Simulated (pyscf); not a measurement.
PySCF, gas phase, ωB97X-D3(BJ)/def2-SVP geometries.

Task: `[F][SiH2]` [doublet] + `[NH3]` -> `[NH2][SiH][F]` [doublet] + `[H][H]`
Surface: doublet. Broken: H–Si, H–N. Formed: N–Si, H–H. Give ΔE‡ and ΔE from ωB97M-D3(BJ)/def2-TZVP, relative to the separated reactants.

Result: ΔE‡ = 1.21 eV, ΔE = -0.47 eV. Zero-point energy shifts the barrier by -0.07 eV. It is a four-centre exchange, with an imaginary mode of 1563i cm⁻¹. On the reactant side the descent ends in a complex (not fully relaxed), 0.19 eV under the separated species and 1.41 eV under the saddle at ωB97X-D3(BJ)/def2-TZVP. At the saddle there is also a short H–Si contact that neither side keeps. The same reactants have a lower exit, to H₂N–SiH₂–F + H• (barrier +0.75 eV at ωB97M-D3(BJ)/def2-TZVP, against +1.21 eV here). This is the saddle that the search found; another between the same sides may lie lower.
